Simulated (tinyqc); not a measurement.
UKS/BLYP in the sto-6g basis, for H2O, spin multiplicity 3, step by step (part 2 of 3). Computed by tinyqc, a small Python program that keeps every step (integrals from PySCF). Command: `OMP_NUM_THREADS=1 python tinyqc.py 28602 28603 out.jsonl` (the two numbers bound the seeds that draw the settings). One thread of a shared host (Intel(R) Xeon(R) Processor @ 2.60GHz), about 3 s of CPU time with the checks.

Geometry (angstrom):
```
atom         x          y         z
O     0.000000   0.000000  0.000000
H     0.000000   0.733000  0.546000
H     0.000000  -0.733000  0.546000
```

## Iteration 1: diagonalisation and new density

F(alpha) (hartree):
```
             1O 1s      1O 2s     1O 2px     1O 2py     1O 2pz      2H 1s      3H 1s
1O 1s   -19.024353  -4.639278   0.000000   0.000000  -0.006087  -1.226990  -1.226990
1O 2s    -4.639278  -2.010177   0.000000   0.000000  -0.090799  -0.848568  -0.848568
1O 2px    0.000000   0.000000  -0.260891   0.000000   0.000000   0.000000   0.000000
1O 2py    0.000000   0.000000   0.000000  -0.377106   0.000000  -0.266323   0.266323
1O 2pz   -0.006087  -0.090799   0.000000   0.000000  -0.325258  -0.224754  -0.224754
2H 1s    -1.226990  -0.848568   0.000000  -0.266323  -0.224754  -0.458303  -0.340649
3H 1s    -1.226990  -0.848568   0.000000   0.266323  -0.224754  -0.340649  -0.458303
```

F(beta) (hartree):
```
             1O 1s      1O 2s     1O 2px     1O 2py     1O 2pz      2H 1s      3H 1s
1O 1s   -18.669699  -4.598907   0.000000   0.000000  -0.006133  -1.214932  -1.214932
1O 2s    -4.598907  -1.930653   0.000000   0.000000  -0.089807  -0.815264  -0.815264
1O 2px    0.000000   0.000000  -0.182125   0.000000   0.000000   0.000000   0.000000
1O 2py    0.000000   0.000000   0.000000  -0.296955   0.000000  -0.246104   0.246104
1O 2pz   -0.006133  -0.089807   0.000000   0.000000  -0.245631  -0.209250  -0.209250
2H 1s    -1.214932  -0.815264   0.000000  -0.246104  -0.209250  -0.408183  -0.327035
3H 1s    -1.214932  -0.815264   0.000000   0.246104  -0.209250  -0.327035  -0.408183
```

X:
```
            1O 1s      1O 2s    1O 2px     1O 2py     1O 2pz      2H 1s      3H 1s
1O 1s    1.022995  -0.140960  0.000000   0.000000  -0.010056   0.020776   0.020776
1O 2s   -0.140960   1.287166  0.000000   0.000000   0.125930  -0.327332  -0.327332
1O 2px   0.000000   0.000000  1.000000   0.000000   0.000000   0.000000   0.000000
1O 2py   0.000000   0.000000  0.000000   1.132442   0.000000  -0.255190   0.255190
1O 2pz  -0.010056   0.125930  0.000000   0.000000   1.059552  -0.155248  -0.155248
2H 1s    0.020776  -0.327332  0.000000  -0.255190  -0.155248   1.244859  -0.098249
3H 1s    0.020776  -0.327332  0.000000   0.255190  -0.155248  -0.098249   1.244859
```

D(alpha) at the start:
```
            1O 1s      1O 2s    1O 2px     1O 2py     1O 2pz      2H 1s      3H 1s
1O 1s    1.282917  -0.286302  0.000000   0.000000   0.009499  -0.008325  -0.008325
1O 2s   -0.286302   1.250090  0.000000   0.000000  -0.056497   0.018650   0.018650
1O 2px   0.000000   0.000000  0.784805   0.000000   0.000000   0.000000   0.000000
1O 2py   0.000000   0.000000  0.000000   0.685713   0.000000   0.071759  -0.071759
1O 2pz   0.009499  -0.056497  0.000000   0.000000   0.739796   0.031991   0.031991
2H 1s   -0.008325   0.018650  0.000000   0.071759   0.031991   0.601811   0.046092
3H 1s   -0.008325   0.018650  0.000000  -0.071759   0.031991   0.046092   0.601811
```

D(beta) at the start:
```
            1O 1s      1O 2s    1O 2px     1O 2py     1O 2pz      2H 1s      3H 1s
1O 1s    0.855278  -0.190868  0.000000   0.000000   0.006333  -0.005550  -0.005550
1O 2s   -0.190868   0.833394  0.000000   0.000000  -0.037664   0.012434   0.012434
1O 2px   0.000000   0.000000  0.523204   0.000000   0.000000   0.000000   0.000000
1O 2py   0.000000   0.000000  0.000000   0.457142   0.000000   0.047839  -0.047839
1O 2pz   0.006333  -0.037664  0.000000   0.000000   0.493197   0.021327   0.021327
2H 1s   -0.005550   0.012434  0.000000   0.047839   0.021327   0.401208   0.030728
3H 1s   -0.005550   0.012434  0.000000  -0.047839   0.021327   0.030728   0.401208
```

overlap S:
```
           1O 1s     1O 2s    1O 2px     1O 2py    1O 2pz     2H 1s      3H 1s
1O 1s   1.000000  0.231145  0.000000   0.000000  0.000000  0.061188   0.061188
1O 2s   0.231145  1.000000  0.000000   0.000000  0.000000  0.505481   0.505481
1O 2px  0.000000  0.000000  1.000000   0.000000  0.000000  0.000000   0.000000
1O 2py  0.000000  0.000000  0.000000   1.000000  0.000000  0.326616  -0.326616
1O 2pz  0.000000  0.000000  0.000000   0.000000  1.000000  0.243291   0.243291
2H 1s   0.061188  0.505481  0.000000   0.326616  0.243291  1.000000   0.269630
3H 1s   0.061188  0.505481  0.000000  -0.326616  0.243291  0.269630   1.000000
```

Diagonalise F' = X^T F X, C = X C', fill 6 alpha and 4 beta electrons from the bottom; D(s) = C_occ C_occ^T; the new density keeps 0.3 of the old one (damping). Each column has its largest component positive (the first on a tie).

F' = X^T F X (alpha) (hartree):
```
            1          2          3          4          5          6          7
1  -18.706341  -2.377104   0.000000   0.000000  -0.019074  -0.238423  -0.238423
2   -2.377104  -0.989846   0.000000   0.000000   0.052647  -0.382018  -0.382018
3    0.000000   0.000000  -0.260891   0.000000   0.000000   0.000000   0.000000
4    0.000000   0.000000   0.000000  -0.191077   0.000000  -0.290458   0.290458
5   -0.019074   0.052647   0.000000   0.000000  -0.243237  -0.182321  -0.182321
6   -0.238423  -0.382018   0.000000  -0.290458  -0.182321   0.007695  -0.096075
7   -0.238423  -0.382018   0.000000   0.290458  -0.182321  -0.096075   0.007695
```

orbital energies (alpha) (hartree): MO1 -19.028423, MO2 -0.962295, MO3 -0.480077, MO4 -0.348708, MO5 -0.260891, MO6 0.311621, MO7 0.392770

coefficients C (alpha):
```
              MO1        MO2        MO3        MO4       MO5        MO6        MO7
1O 1s    0.996028  -0.230850   0.000000   0.076409  0.000000  -0.127088   0.000000
1O 2s    0.019439   0.882705   0.000000  -0.423691  0.000000   0.973529   0.000000
1O 2px   0.000000   0.000000   0.000000   0.000000  1.000000   0.000000   0.000000
1O 2py   0.000000   0.000000   0.718520   0.000000  0.000000   0.000000   0.946783
1O 2pz   0.002850   0.120210   0.000000   0.850248  0.000000   0.670398   0.000000
2H 1s   -0.005163   0.115620   0.337772   0.207066  0.000000  -0.856018  -0.923581
3H 1s   -0.005163   0.115620  -0.337772   0.207066  0.000000  -0.856018   0.923581
```

F' = X^T F X (beta) (hartree):
```
            1          2          3          4          5          6          7
1  -18.344564  -2.392824   0.000000   0.000000  -0.021806  -0.231139  -0.231139
2   -2.392824  -0.906908   0.000000   0.000000   0.056470  -0.381347  -0.381347
3    0.000000   0.000000  -0.182125   0.000000   0.000000   0.000000   0.000000
4    0.000000   0.000000   0.000000  -0.106908   0.000000  -0.292746   0.292746
5   -0.021806   0.056470   0.000000   0.000000  -0.162042  -0.182683  -0.182683
6   -0.231139  -0.381347   0.000000  -0.292746  -0.182683   0.054077  -0.098265
7   -0.231139  -0.381347   0.000000   0.292746  -0.182683  -0.098265   0.054077
```

orbital energies (beta) (hartree): MO1 -18.675393, MO2 -0.881938, MO3 -0.411106, MO4 -0.272739, MO5 -0.182125, MO6 0.372368, MO7 0.456541

coefficients C (beta):
```
              MO1        MO2        MO3        MO4       MO5        MO6        MO7
1O 1s    0.995243  -0.230324   0.000000   0.081300  0.000000  -0.131094   0.000000
1O 2s    0.023189   0.862456   0.000000  -0.446083  0.000000   0.981560   0.000000
1O 2px   0.000000   0.000000   0.000000   0.000000  1.000000   0.000000   0.000000
1O 2py   0.000000   0.000000   0.698892   0.000000  0.000000   0.000000   0.961363
1O 2pz   0.003366   0.117305   0.000000   0.839427  0.000000   0.684401   0.000000
2H 1s   -0.006211   0.131650   0.356700   0.218052  0.000000  -0.850952  -0.916437
3H 1s   -0.006211   0.131650  -0.356700   0.218052  0.000000  -0.850952   0.916437
```

D(alpha) after iteration 1:
```
            1O 1s      1O 2s    1O 2px     1O 2py     1O 2pz      2H 1s      3H 1s
1O 1s    1.132022  -0.324247  0.000000   0.000000  -0.028751   0.062448   0.062448
1O 2s   -0.324247   1.709799  0.000000   0.000000   0.262053  -0.567797  -0.567797
1O 2px   0.000000   0.000000  0.935442   0.000000   0.000000   0.000000   0.000000
1O 2py   0.000000   0.000000  0.000000   0.567104   0.000000   0.191415  -0.191415
1O 2pz  -0.028751   0.262053  0.000000   0.000000   1.052708  -0.259154  -0.259154
2H 1s    0.062448  -0.567797  0.000000   0.191415  -0.259154   0.812732   0.486291
3H 1s    0.062448  -0.567797  0.000000  -0.191415  -0.259154   0.486291   0.812732
```

D(beta) after iteration 1:
```
            1O 1s      1O 2s    1O 2px     1O 2py     1O 2pz      2H 1s      3H 1s
1O 1s    0.991701  -0.205543  0.000000   0.000000   0.033103  -0.014809  -0.014809
1O 2s   -0.205543   0.910368  0.000000   0.000000  -0.202543   0.015021   0.015021
1O 2px   0.000000   0.000000  0.156961   0.000000   0.000000   0.000000   0.000000
1O 2py   0.000000   0.000000  0.000000   0.479057   0.000000   0.188858  -0.188858
1O 2pz   0.033103  -0.202543  0.000000   0.000000   0.650846   0.145321   0.145321
2H 1s   -0.014809   0.015021  0.000000   0.188858   0.145321   0.254869  -0.034404
3H 1s   -0.014809   0.015021  0.000000  -0.188858   0.145321  -0.034404   0.254869
```

## Iteration 2: exchange-correlation on the grid

Becke grid with 40 radial and 86 angular points per atom, points of zero weight dropped. rho = sum D_ij phi_i phi_j; V_xc,ij = sum w v_xc phi_i phi_j plus the gradient terms; v_xc is d(rho eps)/d rho(s) for spin s at fixed gradient.

The 8 grid points with the largest w rho, of 10298 (bohr, atomic units):
```
x                  y          z         w  rho(alpha)  rho(beta)     eps_xc  v_xc(alpha)
0.000000    0.000000  -1.129387  0.030609    0.190720   0.166018  -0.604250    -0.725959
0.000000    0.000000  -0.972395  0.020405    0.285920   0.249207  -0.673360    -0.835486
0.000000    0.422665  -1.047315  0.031319    0.184406   0.161183  -0.598702    -0.717999
0.000000   -0.422665  -1.047315  0.031319    0.184406   0.161183  -0.598702    -0.717999
0.000000    0.363912  -0.901732  0.020879    0.276160   0.241809  -0.666878    -0.825982
0.000000   -0.363912  -0.901732  0.020879    0.276160   0.241809  -0.666878    -0.825982
-0.422665   0.000000  -1.047315  0.031321    0.190654   0.153818  -0.599097    -0.723692
0.422665    0.000000  -1.047315  0.031321    0.190654   0.153818  -0.599097    -0.723692
```

electrons on the grid, sum of w rho = 10.000551

E_xc = sum of w rho eps_xc = -9.48421958 hartree

V_xc(alpha) (hartree):
```
            1O 1s      1O 2s     1O 2px     1O 2py     1O 2pz      2H 1s      3H 1s
1O 1s   -3.193996  -0.390259   0.000000   0.000000  -0.001767  -0.114641  -0.114641
1O 2s   -0.390259  -0.822919   0.000000   0.000000  -0.019245  -0.348149  -0.348149
1O 2px   0.000000   0.000000  -0.819468   0.000000   0.000000   0.000000   0.000000
1O 2py   0.000000   0.000000   0.000000  -0.815222   0.000000  -0.210178   0.210178
1O 2pz  -0.001767  -0.019245   0.000000   0.000000  -0.834026  -0.164786  -0.164786
2H 1s   -0.114641  -0.348149   0.000000  -0.210178  -0.164786  -0.546295  -0.147790
3H 1s   -0.114641  -0.348149   0.000000   0.210178  -0.164786  -0.147790  -0.546295
```

V_xc(beta) (hartree):
```
            1O 1s      1O 2s     1O 2px     1O 2py     1O 2pz      2H 1s      3H 1s
1O 1s   -3.067191  -0.365875   0.000000   0.000000   0.001969  -0.107872  -0.107872
1O 2s   -0.365875  -0.736770   0.000000   0.000000  -0.001060  -0.314375  -0.314375
1O 2px   0.000000   0.000000  -0.684923   0.000000   0.000000   0.000000   0.000000
1O 2py   0.000000   0.000000   0.000000  -0.759660   0.000000  -0.193758   0.193758
1O 2pz   0.001969  -0.001060   0.000000   0.000000  -0.765767  -0.147152  -0.147152
2H 1s   -0.107872  -0.314375   0.000000  -0.193758  -0.147152  -0.484432  -0.133663
3H 1s   -0.107872  -0.314375   0.000000   0.193758  -0.147152  -0.133663  -0.484432
```

## Iteration 2: building the Kohn-Sham matrix

core Hamiltonian H = T + V (hartree):
```
             1O 1s      1O 2s     1O 2px     1O 2py     1O 2pz      2H 1s      3H 1s
1O 1s   -33.089049  -7.314955   0.000000   0.000000  -0.021520  -1.949935  -1.949935
1O 2s    -7.314955  -9.295413   0.000000   0.000000  -0.235194  -4.018530  -4.018530
1O 2px    0.000000   0.000000  -7.513908   0.000000   0.000000   0.000000   0.000000
1O 2py    0.000000   0.000000   0.000000  -7.692220   0.000000  -2.160848   2.160848
1O 2pz   -0.021520  -0.235194   0.000000   0.000000  -7.612845  -1.689350  -1.689350
2H 1s    -1.949935  -4.018530   0.000000  -2.160848  -1.689350  -5.261364  -1.774451
3H 1s    -1.949935  -4.018530   0.000000   2.160848  -1.689350  -1.774451  -5.261364
```

nuclear repulsion = 9.62441285 hartree

Given earlier and not repeated: Two-electron integrals (ij|kl) in chemists' order.

J_ij = sum D_kl (ij|kl) with D = D(alpha) + D(beta); F = H + J + V_xc; E = tr D H + tr D J / 2 + E_xc + E_nn.

Coulomb J (hartree):
```
            1O 1s     1O 2s    1O 2px     1O 2py    1O 2pz     2H 1s      3H 1s
1O 1s   17.373263  3.079680  0.000000   0.000000  0.013067  0.841417   0.841417
1O 2s    3.079680  8.122895  0.000000   0.000000  0.136151  3.519505   3.519505
1O 2px   0.000000  0.000000  8.058091   0.000000  0.000000  0.000000   0.000000
1O 2py   0.000000  0.000000  0.000000   8.155418  0.000000  2.105922  -2.105922
1O 2pz   0.013067  0.136151  0.000000   0.000000  8.155173  1.622978   1.622978
2H 1s    0.841417  3.519505  0.000000   2.105922  1.622978  5.336495   1.580079
3H 1s    0.841417  3.519505  0.000000  -2.105922  1.622978  1.580079   5.336495
```

F(alpha) (hartree):
```
             1O 1s      1O 2s     1O 2px     1O 2py     1O 2pz      2H 1s      3H 1s
1O 1s   -18.909782  -4.625534   0.000000   0.000000  -0.010220  -1.223158  -1.223158
1O 2s    -4.625534  -1.995438   0.000000   0.000000  -0.118287  -0.847174  -0.847174
1O 2px    0.000000   0.000000  -0.275285   0.000000   0.000000   0.000000   0.000000
1O 2py    0.000000   0.000000   0.000000  -0.352024   0.000000  -0.265104   0.265104
1O 2pz   -0.010220  -0.118287   0.000000   0.000000  -0.291697  -0.231158  -0.231158
2H 1s    -1.223158  -0.847174   0.000000  -0.265104  -0.231158  -0.471165  -0.342162
3H 1s    -1.223158  -0.847174   0.000000   0.265104  -0.231158  -0.342162  -0.471165
```

F(beta) (hartree):
```
             1O 1s      1O 2s     1O 2px     1O 2py     1O 2pz      2H 1s      3H 1s
1O 1s   -18.782976  -4.601150   0.000000   0.000000  -0.006484  -1.216390  -1.216390
1O 2s    -4.601150  -1.909288   0.000000   0.000000  -0.100102  -0.813400  -0.813400
1O 2px    0.000000   0.000000  -0.140740   0.000000   0.000000   0.000000   0.000000
1O 2py    0.000000   0.000000   0.000000  -0.296462   0.000000  -0.248684   0.248684
1O 2pz   -0.006484  -0.100102   0.000000   0.000000  -0.223439  -0.213524  -0.213524
2H 1s    -1.216390  -0.813400   0.000000  -0.248684  -0.213524  -0.409302  -0.328035
3H 1s    -1.216390  -0.813400   0.000000   0.248684  -0.213524  -0.328035  -0.409302
```

total energy of this density = -75.91820373 hartree

This density is a damped mixture and is not idempotent, and it still holds part of the atomic start, so its energy may lie below the converged one.

## Iteration 2: DIIS over 2 matrices

error matrix X^T (FDS - SDF) X (alpha):
```
          1          2         3          4          5          6          7
1  0.000000  -0.106027  0.000000   0.000000  -0.040116  -0.249217  -0.249217
2  0.106027   0.000000  0.000000   0.000000   0.012984  -0.093329  -0.093329
3  0.000000   0.000000  0.000000   0.000000   0.000000   0.000000   0.000000
4  0.000000   0.000000  0.000000   0.000000   0.000000   0.015526  -0.015526
5  0.040116  -0.012984  0.000000   0.000000   0.000000  -0.016820  -0.016820
6  0.249217   0.093329  0.000000  -0.015526   0.016820   0.000000   0.000000
7  0.249217   0.093329  0.000000   0.015526   0.016820   0.000000   0.000000
```

B (overlaps of the stored error matrices):
```
               1              2
1  4.9827839e+00  1.4780122e+00
2  1.4780122e+00  4.3995268e-01
```

Minimise |sum c_i e_i|^2 with sum c_i = 1: solve [B -1; -1 0][c; lambda] = [0; -1] with B_ij = tr e_i^T e_j summed over both spins, and take F = sum c_i F_i.

DIIS coefficients: -0.420827  1.420827

extrapolated F(alpha) (hartree):
```
             1O 1s      1O 2s     1O 2px     1O 2py     1O 2pz      2H 1s      3H 1s
1O 1s   -18.861567  -4.619750   0.000000   0.000000  -0.011959  -1.221545  -1.221545
1O 2s    -4.619750  -1.989235   0.000000   0.000000  -0.129855  -0.846587  -0.846587
1O 2px    0.000000   0.000000  -0.281342   0.000000   0.000000   0.000000   0.000000
1O 2py    0.000000   0.000000   0.000000  -0.341469   0.000000  -0.264591   0.264591
1O 2pz   -0.011959  -0.129855   0.000000   0.000000  -0.277574  -0.233853  -0.233853
2H 1s    -1.221545  -0.846587   0.000000  -0.264591  -0.233853  -0.476577  -0.342799
3H 1s    -1.221545  -0.846587   0.000000   0.264591  -0.233853  -0.342799  -0.476577
```

extrapolated F(beta) (hartree):
```
             1O 1s      1O 2s     1O 2px     1O 2py     1O 2pz      2H 1s      3H 1s
1O 1s   -18.830647  -4.602094   0.000000   0.000000  -0.006632  -1.217003  -1.217003
1O 2s    -4.602094  -1.900297   0.000000   0.000000  -0.104435  -0.812615  -0.812615
1O 2px    0.000000   0.000000  -0.123324   0.000000   0.000000   0.000000   0.000000
1O 2py    0.000000   0.000000   0.000000  -0.296254   0.000000  -0.249770   0.249770
1O 2pz   -0.006632  -0.104435   0.000000   0.000000  -0.214100  -0.215323  -0.215323
2H 1s    -1.217003  -0.812615   0.000000  -0.249770  -0.215323  -0.409772  -0.328456
3H 1s    -1.217003  -0.812615   0.000000   0.249770  -0.215323  -0.328456  -0.409772
```
